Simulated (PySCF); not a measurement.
Species: FH5Si2.
Geometry (GFN2-xTB, Å), atoms numbered from 1 in this order:
```xyz
8
FH5Si2 angstrom
F      1.847    0.134    1.206
Si     1.109   -0.069   -0.219
Si    -1.164    0.058    0.123
H      1.635   -1.358   -0.660
H      1.710    0.986   -1.032
H     -1.591    1.353    0.664
H     -1.664   -0.969    1.042
H     -1.873   -0.126   -1.148
```

The calculation used PySCF 2.14.0, density-fitted response routines, TDDFT PBE0/def2-SVPD, vertical, gas phase, core orbitals frozen in the response.

Broadening: Gaussians 0.4 eV wide at half height, area fixed by f = 4.319×10⁻⁹ ∫ε dν̃. The width is an assumption, not a result. The curve ends short of the highest state used, and states not computed would add to its high-energy end.

```csv
E (eV),ε (L mol⁻¹ cm⁻¹)
6.00,3
6.03,6
6.05,9
6.08,16
6.11,27
6.14,45
6.16,61
6.19,95
6.22,143
6.25,208
6.27,263
6.30,364
6.33,489
6.36,636
6.38,745
6.41,919
6.44,1100
6.47,1277
6.49,1385
6.52,1525
6.55,1628
6.58,1685
6.60,1694
6.63,1664
6.66,1585
6.69,1463
6.71,1363
6.74,1195
6.77,1016
6.80,838
6.82,726
6.85,572
6.88,440
6.91,334
6.93,278
6.96,216
6.99,178
7.02,164
7.04,166
7.07,188
7.10,233
7.13,303
7.15,365
7.18,483
7.21,637
7.24,829
7.26,979
7.29,1237
7.32,1531
7.35,1850
7.37,2070
7.40,2399
7.43,2705
7.46,2967
7.48,3107
7.51,3250
```

**Question.** Locate the maxima and give the states behind the curve.

**Answer.** 188 nm (6.60 eV), ε about 1700, made up of S1 (100%) (ε in L mol⁻¹ cm⁻¹; maxima over ε = 5, shares over 10%). At its high-energy end, 7.51 eV, the curve is still rising (ε about 3200, from S3). The states used: S1 6.60 eV (f 0.025); S2 7.27 eV (f 0.0025); S3 7.54 eV (f 0.048); S4 8.06 eV (f 0.0049); S5 8.11 eV (f 0.0038); S6 8.11 eV (f 0.063).

**Question.** On this curve, what absorbance would a 10⁻³ mol/L sample give at 193 nm over a 1 cm path?

**Answer.** 193 nm is 6.424 eV, where ε is about 1000 L mol⁻¹ cm⁻¹, so A = ε c l ≈ 1 (Beer–Lambert, with the gas-phase spectrum and the assumed width).

**Question.** Coming from long wavelengths, where does ε first pass 100 L mol⁻¹ cm⁻¹?

**Answer.** At about 200 nm (6.19 eV), 0.40 eV below S1.

**Question.** What would ε be at 6.60 eV, the highest of these maxima, with half the width (0.2 eV)?

**Answer.** About 3390 L mol⁻¹ cm⁻¹ against 1690, a factor of about 2.00; a lone state at its own centre would give exactly 2.
